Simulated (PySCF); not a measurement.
## Magnetic susceptibility: SMILES C1=NC=CN=C1, C4H4N2

Geometry:
| atom | x (Å) | y (Å) | z (Å) |
| --- | --- | --- | --- |
| C1 | 1.102 | -0.749 | 0.033 |
| C2 | 1.166 | 0.646 | 0.014 |
| N3 | 0.070 | 1.397 | -0.024 |
| C4 | -1.091 | 0.749 | -0.043 |
| C5 | -1.155 | -0.646 | -0.024 |
| N6 | -0.059 | -1.397 | 0.014 |
| H7 | 2.017 | -1.351 | 0.064 |
| H8 | 2.133 | 1.162 | 0.030 |
| H9 | -2.006 | 1.351 | -0.074 |
| H10 | -2.122 | -1.162 | -0.041 |

Computed, not measured: GIAO B3LYP/IGLO-II magnetisability, rotational g tensor and spin-rotation constants, non-relativistic, gas phase in PySCF 2.14.0. Geometry: PBE0-D3(BJ)/def2-SVP.

Q: How diamagnetic is it, and how anisotropic?

A: Isotropic -704 × 10⁻³⁰ J/T², or -42.4 × 10⁻⁶ cm³/mol; principal values -1360, -435, -315 × 10⁻³⁰ J/T², anisotropy 991 × 10⁻³⁰ J/T² (root of half the summed squared differences of the principal values). The susceptibility is in cgs units.

Q: Split it along the inertial axes a, b, c into diamagnetic and paramagnetic parts about the centre of mass, with the quadrupole moment.

A: 
| axis | χ (10⁻⁶ cm³/mol) | diamagnetic (10⁻⁶ cm³/mol) | paramagnetic (10⁻⁶ cm³/mol) | summed x² of all electrons (Å²) | quadrupole Θ (D Å) |
| --- | --- | --- | --- | --- | --- |
| a | -26.2 | -258.7 | 232.4 | 54.1 | -9.87 |
| b | -19.0 | -261.1 | 242.2 | 53.5 | +11.52 |
| c | -81.9 | -456.2 | 374.3 | 7.5 | -1.65 |

Anisotropies 2χaa − χbb − χcc = +48.5 and 2χbb − χaa − χcc = +70.2 × 10⁻⁶ cm³/mol. Θ is traceless in Buckingham's convention.

Q: And the rotational g tensor?

A: 
| axis | rotational constant (GHz) | g | nuclear part | electronic part |
| --- | --- | --- | --- | --- |
| a | 6.4300 | -0.0893 | 0.6128 | -0.7022 |
| b | 5.9744 | -0.1387 | 0.5410 | -0.6797 |
| c | 3.0969 | +0.0310 | 0.5756 | -0.5446 |

Asymmetric top; isotopes 12C, 1H, 14N; no vibrational averaging.
